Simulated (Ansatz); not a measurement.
A nudged elastic band was laid between two geometries of CH3OS (6 atoms, charge -1, multiplicity 1).

Theory: Ansatz, RKS PBE0/6-31G.

```json
{
  "movable images": "5",
  "climbing image": "yes",
  "spring": "5.0 eV/Å²",
  "optimiser": "quadratic models (default)",
  "start path": "through a guess of the saddle point",
  "force threshold": "0.03 eV/Å",
  "iteration limit": "60",
  "end points": "relaxed"
}
```

Initial state:

```xyz
6
Properties=species:S:1:pos:R:3
C -0.835 0.234 -0.819
S 0.751 -0.355 -0.656
O 1.621 -0.062 1.204
H -1.683 -0.334 -0.431
H -1.015 1.294 -0.999
H 1.161 -0.777 1.701
```

Final state:

```xyz
6
Properties=species:S:1:pos:R:3
C -0.768 -0.013 -0.669
S 0.905 -0.184 -0.017
O 1.477 0.727 1.328
H -1.519 0.057 0.133
H -0.786 0.879 -1.311
H 0.691 -1.466 0.536
```

Question: Which bonds break or form, and what moves?

Answer: Bonds broken: O3–H6. Bonds formed: S2–H6.

Question: What energy profile does the band end with?

Answer: The forces met the threshold. The highest image is number 4 of 0 to 6, 3.29 eV above the first end and 0.82 eV above the last; the last end lies 2.47 eV above the first. Neighbouring images differ by up to 1.7 eV, so the band resolves the path poorly. A vibrational analysis at the climbing image gives one clearly imaginary mode, 1191i cm⁻¹: a first-order saddle point. The orbitals stay closed-shell, which can raise the energy where a bond breaks towards radicals; this wasn't checked here. Limits of this set-up: no polarisation functions, an anion without diffuse functions, the dipole of an ion depends on the origin.

| image | path coordinate (Å) | energy (eV) | O3–H6 (Å) | S2–H6 (Å) |
| --- | --- | --- | --- | --- |
| 0 | 0.00 | 0.00 | 0.98 | 2.43 |
| 1 | 0.40 | 0.12 | 0.98 | 2.26 |
| 2 | 0.80 | 0.56 | 1.00 | 1.97 |
| 3 | 1.20 | 2.21 | 1.26 | 1.60 |
| 4 | 1.61 | 3.29 | 1.71 | 1.40 |
| 5 | 1.97 | 2.80 | 2.10 | 1.37 |
| 6 | 2.33 | 2.47 | 2.46 | 1.41 |

Question: What is the geometry of the highest image?

Answer: 
```xyz
6
Properties=species:S:1:pos:R:3:forces:R:3
C -0.775 0.043 -0.777 0.00 -0.01 -0.01
S 0.900 -0.160 -0.220 0.00 0.01 0.00
O 1.434 0.343 1.533 0.00 0.00 -0.01
H -1.533 -0.093 0.000 -0.01 0.00 0.01
H -0.889 0.970 -1.347 0.00 0.01 0.00
H 0.864 -1.102 0.810 0.00 0.00 0.00
```

Time of the run: 55 s on 1 thread of Arm Neoverse V2, on a shared host, peak memory 0.1 GiB.
